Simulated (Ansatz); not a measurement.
# GeH$_{2}$Br (H-bridged), quartet in cc-pVDZ: errors against UCCSDT(Q)

Geometry: a PBE0/def2-TZVP stationary point for this spin, not checked as a minimum. The doublet lies 0.5 eV lower here.

```yaml
atoms:
  - { symbol: Ge, position_ang: [0.0000, 0.4611, 0.6275] }
  - { symbol: Br, position_ang: [0.0000, 0.4176, -2.1626] }
  - { symbol: H, position_ang: [0.0000, -0.1726, 2.0682] }
  - { symbol: H, position_ang: [0.0000, -0.7061, -0.5332] }
```

Basis cc-pVDZ; Ansatz 0.2.0. Only valence electrons are correlated (noble-gas cores and the filled d shells of p-block atoms frozen), which leaves 13 electrons in 36 orbitals. R marks a restricted (for open shells ROHF) determinant, U an unrestricted one. Active spaces: valence = (13e, 10o) chosen from the atoms' valence shells. No spin–orbit coupling is included, and no scalar relativity.

Full CI isn't at hand for all of this; UCCSDT(Q) serves as the reference, and is uncertain by about the last step of the cluster series. The frozen core follows each run's orbitals, which can shift R against U totals by a few meV for light atoms and by up to 0.1 eV past Ca.

- UHF ⟨S²⟩: 3.770
- T1 diagnostic (RCCSD): 0.0252
- largest doubles amplitude (RCCSD): 0.046
- T1 diagnostic (UCCSD): 0.0196

```json
{"level": "UHF", "E − E(UCCSDT(Q)) (kJ/mol)": "577.4", "share of correlation (%)": "3.13", "wall time": "–"}
{"level": "UMP2", "E − E(UCCSDT(Q)) (kJ/mol)": "102.2", "share of correlation (%)": "82.85", "wall time": "–"}
{"level": "UCCSD", "E − E(UCCSDT(Q)) (kJ/mol)": "16.9", "share of correlation (%)": "97.17", "wall time": "–"}
{"level": "UCCSD(T)", "E − E(UCCSDT(Q)) (kJ/mol)": "4.0", "share of correlation (%)": "99.33", "wall time": "5.5 s"}
{"level": "UCCSDT", "E − E(UCCSDT(Q)) (kJ/mol)": "1.1", "share of correlation (%)": "99.82", "wall time": "–"}
```

The correlation energy at UCCSDT(Q), counted from RHF, is -6.178 eV. That run took 44 s on 1 thread of Arm Neoverse V2, shared host.

Run but not shown, since their state or frozen core can't be matched to the reference's or they repeat it: RHF, RMP2, CISD, RCCSD, RCCSD(T), BCCD(T), RCCSDT, RCCSDT(Q), CASSCF (valence space), NEVPT2 (valence space), MRCISD (valence space), MRCISD+Q (valence space).

Times hold each run's SCF and search for its determinant on a shared host, so for small cases they say little of a method's own cost; they ran on 1 thread of Arm Neoverse V2.

Natural occupations of CASSCF (valence space) about the gap: 1.978 1.960 1.009 1.006 1.001 0.033 0.023; effectively unpaired electrons, Σ n²(2−n)², 3.01.
